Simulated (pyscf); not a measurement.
Optimised with ωB97X-D3(BJ)/def2-SVP in PySCF.

Problem. Estimate the classical barrier height and the reaction energy of HF (SMILES F) + H₂N–Si•(F)–F (SMILES N[Si](F)F) → F–Si•(F)–F (SMILES F[Si](F)F) + NH₃ (SMILES N) at ωB97M-D3(BJ)/def2-TZVP. The step runs on the doublet surface, breaks F–H, N–Si and forms F–Si, H–N; take the separated reactants as zero.

Solution. ΔE‡ = 2.8 kcal/mol, ΔE = -17.7 kcal/mol. Zero-point energy shifts the barrier by +1.3 kcal/mol. It is a four-centre exchange, with an imaginary mode of 622i cm⁻¹. On the reactant side the descent ends in a complex, 5.4 kcal/mol under the separated species and 8.8 kcal/mol under the saddle at ωB97X-D3(BJ)/def2-TZVP. On the product side the descent ends in an adduct with a N–Si contact, 7.9 kcal/mol under the separated species and 28.0 kcal/mol under the saddle at ωB97X-D3(BJ)/def2-TZVP. What is counted as broken (N–Si) persists as a longer contact in the product adduct; parting that adduct is a step of its own. This is the saddle that the search found; another between the same sides may lie lower.
